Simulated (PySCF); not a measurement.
Isomers of C2H3N. Isolated molecules, 0 K electronic values unless said otherwise. Strings in code marks are SMILES.

The HOMO from two functionals at the same geometries (PBE0-D3(BJ)/def2-TZVP), both in PySCF: PBE-D3(BJ)/def2-TZVP and PBE0-D3(BJ)/def2-TZVP. 

| species | PBE-D3(BJ)/def2-TZVP (eV) | PBE0-D3(BJ)/def2-TZVP (eV) |
|---|---|---|
| `C(=C)=N` | -5.73 | -6.94 |
| `CC#N` | -8.10 | -9.47 |
| `C#CN` | -5.27 | -6.52 |
| `[C-]#[N+]C` | -7.05 | -8.69 |

Over these rows, drawn at random from the members with no instability flagged (it was tested for open shells, ions and some series alone), PBE minus PBE0-D3(BJ): mean +1.37 eV, from +1.21 eV to +1.65 eV.
